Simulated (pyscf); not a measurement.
Single points on ωB97X-D3(BJ)/def2-SVP structures (PySCF, gas phase). Correlated levels are frozen-core, on RHF or UHF. ΔMP2 is the change of the MP2 total energy from the triple- to the quadruple-zeta basis.

Q: For CH₄ (SMILES C) + SnH₃• (SMILES [SnH3]) -> H₃C–SnH₃ (SMILES [CH3][SnH3]) + H• (SMILES [H]), a substitution at C (doublet surface; C–H broken, C–Sn formed), PBE/def2-TZVP gives ΔE‡ = 48.2 kcal/mol and ΔE = +39.7 kcal/mol (zero: the separated reactants). In which direction and how far do PBE0-D3(BJ)/def2-TZVP, ωB97M-D3(BJ)/def2-TZVP, CCSD(T)/def2-TZVPP + ΔMP2(QZVPP) move these?

A: PBE0-D3(BJ): ΔE‡ = 50.8 kcal/mol, ΔE = +38.5 kcal/mol; ωB97M-D3(BJ): ΔE‡ = 56.6 kcal/mol, ΔE = +40.7 kcal/mol; CCSD(T): ΔE‡ = 54.0 kcal/mol, ΔE = +37.9 kcal/mol. PBE's barrier lies under all of them, by 2.6 to 8.4 kcal/mol. Its reaction energy lies among theirs. Low barriers are usual for a GGA, whose delocalisation error favours stretched bonds. The same reactants have a lower exit, to SnH₄ + CH₃• (barrier +36.2 kcal/mol at ωB97M-D3(BJ), against +56.6 kcal/mol here). One saddle was located; it need not be the lowest between these sides. The angle at the attacked C is 180°. The CCSD(T) − MP2 part came from Ansatz, without density fitting, on the same reference. The frozen core leaves the outer d or s,p core shells of the metals and heavy elements correlated in the MP2 and CC values, and def2-TZVPP describes them poorly, which can shift differences by a few kcal/mol. Elements past Kr carry the def2 core potentials, without spin-orbit coupling.
